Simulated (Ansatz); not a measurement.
## How far each method lies from full CI for CH3, doublet

Geometry: MP2(full)/6-31G*, from the G2/97 set.

```yaml
atoms:
  - { symbol: C, position_ang: [0.0000, 0.0000, 0.0000] }
  - { symbol: H, position_ang: [0.0000, 1.0784, 0.0000] }
  - { symbol: H, position_ang: [0.9339, -0.5392, 0.0000] }
  - { symbol: H, position_ang: [-0.9339, -0.5392, 0.0000] }
```

Basis 6-31G* (Cartesian d functions); Ansatz 0.2.0. Only valence electrons are correlated (noble-gas cores frozen), which leaves 7 electrons in 20 orbitals. R marks a restricted (for open shells ROHF) determinant, U an unrestricted one. Active spaces: valence = (7e, 7o) chosen from the atoms' valence shells.

Full CI is exact within this basis and frozen core; it isn't the basis-set limit. The frozen core follows each run's orbitals, which can shift R against U totals by a few meV.

For open shells CISD and CISDTQ are restricted-active-space CI with the open shells as a complete middle space.

- UHF ⟨S²⟩: 0.762
- T1 diagnostic (RCCSD): 0.0152
- largest doubles amplitude (RCCSD): 0.041
- T1 diagnostic (UCCSD): 0.0076

| level | E − E(full CI) (kJ/mol) | share of correlation (%) | wall time |
| --- | --- | --- | --- |
| RHF | 359.1 | 0.00 | – |
| UHF | 347.8 | 3.15 | – |
| RMP2 | 60.0 | 83.30 | – |
| UMP2 | 59.4 | 83.45 | – |
| CISD | 17.4 | 95.16 | 0.39 s |
| RCCSD | 6.6 | 98.16 | – |
| UCCSD | 6.5 | 98.20 | – |
| RCCSD(T) | 1.1 | 99.69 | 0.3 s |
| UCCSD(T) | 1.1 | 99.71 | 0.28 s |
| BCCD(T) | 1.1 | 99.69 | 0.4 s |
| RCCSDT | 0.2 | 99.95 | – |
| UCCSDT | 0.1 | 99.97 | – |
| CISDTQ | 0.3 | 99.91 | 2.4 s |
| RCCSDT(Q) | 0.0 | 100.00 | 2.2 s |
| UCCSDT(Q) | -0.1 | 100.02 | 2 s |
| RCCSDTQ | 0.0 | 100.00 | 6.5 s (H100) |
| UCCSDTQ | -0.1 | 100.02 | 7 s (H100) |
| CASSCF (valence space) | 202.3 | 43.68 | – |
| NEVPT2 (valence space) | 42.8 | 88.08 | 0.46 s |
| NEVPT4(SD) (valence space) | 5.0 | 98.62 | 0.85 s |
| MRCISD (valence space) | 5.9 | 98.37 | – |
| MRCISD+Q (valence space) | 0.5 | 99.87 | 0.91 s |

The correlation energy at full CI, counted from RHF, is -3.722 eV. That run took 5.5 s on 1 thread of AMD EPYC 7R13, shared host over 1,370,335 determinants.

Times hold each run's SCF and search for its determinant on a shared host, so for small cases they say little of a method's own cost; rows without a card ran on 1 thread of AMD EPYC 7R13.

The full-CI state has the irrep B1 of C2v, in the program's axes (one component, if the state is degenerate).

Natural occupations of full CI about the gap: 1.971 1.964 1.964 0.991 0.024 0.022 0.022 0.007 0.007 0.007; effectively unpaired electrons, Σ n²(2−n)², 1.02.

Atomization energy (electronic, same basis, no zero-point term; atoms at the same level, unrestricted beside the R rows where the molecule is a closed shell, with restricted open-shell steps beyond CCSDT(Q)) at full CI: 1165.0 kJ/mol. Errors of other levels:

| level | error (kJ/mol) |
| --- | --- |
| RHF | -160.0 |
| UHF | -158.5 |
| RMP2 | -7.0 |
| UMP2 | -7.0 |
| CISD | -13.3 |
| RCCSD | -3.4 |
| UCCSD | -3.5 |
| RCCSD(T) | -0.4 |
| UCCSD(T) | -0.5 |
| BCCD(T) | -0.4 |
| RCCSDT | -0.2 |
| UCCSDT | -0.3 |
| CISDTQ | -0.3 |
| RCCSDT(Q) | -0.1 |
| UCCSDT(Q) | -0.2 |
| RCCSDTQ | 0.0 |
| UCCSDTQ | -0.1 |
| CASSCF (valence space) | -52.5 |
| NEVPT2 (valence space) | -10.3 |
| NEVPT4(SD) (valence space) | -3.7 |
| MRCISD (valence space) | -4.2 |
| MRCISD+Q (valence space) | -2.3 |

This basis is far from its limit, so the value isn't to be set against a measured one. Truncated CI isn't size-consistent, which counts against it in atomization.
